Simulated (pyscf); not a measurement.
Thermochemistry of product channels of H₂C=C=CH₂ (SMILES C=C=C) + NH₂• (SMILES [NH2]) on the doublet surface, in kcal/mol, from ωB97M-D3(BJ)/def2-TZVP energies (ideal gas, 1 atm, RRHO with modes under 100 cm⁻¹ raised to 100, one conformer, R ln 2 for rigid chiral ones). Structures and frequencies: ωB97X-D3(BJ)/def2-SVP in PySCF.

```csv
products,ΔE,ΔH(298 K),ΔG(600 K),ΔG(1200 K)
•H₂C–C(CH₃)=NH (SMILES [CH2]C(C)=N),…,-49.1,-28.8,-8.7
H₂C=CH–CH₂–NH• (SMILES C=CC[NH]),…,-27.8,-8.0,+11.8
```

Task: What belongs in the gaps?

Result: 
- •H₂C–C(CH₃)=NH (SMILES [CH2]C(C)=N), ΔE: -53.1
- H₂C=CH–CH₂–NH• (SMILES C=CC[NH]), ΔE: -31.9

The channel to H₂C=CH–CH₂–NH• turns unfavourable between 298 and 1200 K (ΔG from -18.1 kcal/mol to +11.8 kcal/mol).

These are energies of the channels, which say nothing of barriers. H₂C=CH–CH₂–NH• lies 25.2 kcal/mol over its isomer H₃C–C(CH₃)=N•, and others may lie lower still (electronic energy, ωB97M-D3(BJ)).
